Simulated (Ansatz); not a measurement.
Energy needed to pull apart C$_{2}$H$_{3}$NO (SMILES NC1=CO1), singlet, into free ground-state atoms, from the structure below (at a frame of a short PBE0-D4/def2-SVP trajectory); no zero-point or spin–orbit terms; open-shell atoms are treated unrestricted, in their ground-state multiplicity.

```
7
angstrom
N -0.7309 0.8925 -0.2470
C -0.0020 -0.1805 0.0332
C 1.2327 -0.7456 0.1553
O -0.1823 -1.4425 -0.2174
H -1.7488 0.8501 -0.5727
H -0.2241 1.7535 -0.0960
H 1.5980 -1.0364 1.1821
```

Ansatz 0.2.0; basis: def2-TZVPP; cores frozen in the correlated methods.

```json
{"method": "PBE-D4", "atomization energy (eV)": "29.32"}
{"method": "r2SCAN-D4", "atomization energy (eV)": "?"}
{"method": "PBE0-D4", "atomization energy (eV)": "27.97"}
{"method": "wB97M-V", "atomization energy (eV)": "27.79"}
{"method": "HF", "atomization energy (eV)": "16.96"}
{"method": "MP2", "atomization energy (eV)": "27.37"}
{"method": "CCSD", "atomization energy (eV)": "?"}
{"method": "CCSD(T)", "atomization energy (eV)": "26.49"}
```

Question: What does r2SCAN-D4 give? (To be estimated.)

Answer: By the calculation: 27.83 eV, which is about 1.34 eV more than CCSD(T)/def2-TZVPP.

Question: What does CCSD give? (An estimate is asked for; the value comes from the calculation.)

Answer: By the calculation: 25.73 eV, which is about 0.77 eV less than CCSD(T)/def2-TZVPP.

In triple zeta the MP2 and coupled-cluster atomization energies are still short of their basis limit by a few kcal/mol a bond, whereas those of the functionals are nearly converged, so these differences are not deviations from converged CCSD(T).

No T1 diagnostic of these runs exceeds 0.021.

For scale, one of the runs: CCSD(T)/def2-TZVPP forces, 166 basis functions, launched by `ansatz run in.yaml --threads 2 --pin off --events-out ev --progress --plain --max-ram 3481MiB`. The run took 8.4 min on 2 CPU threads of an Intel Xeon (shared host), with 2.6 GiB of host memory at its peak.
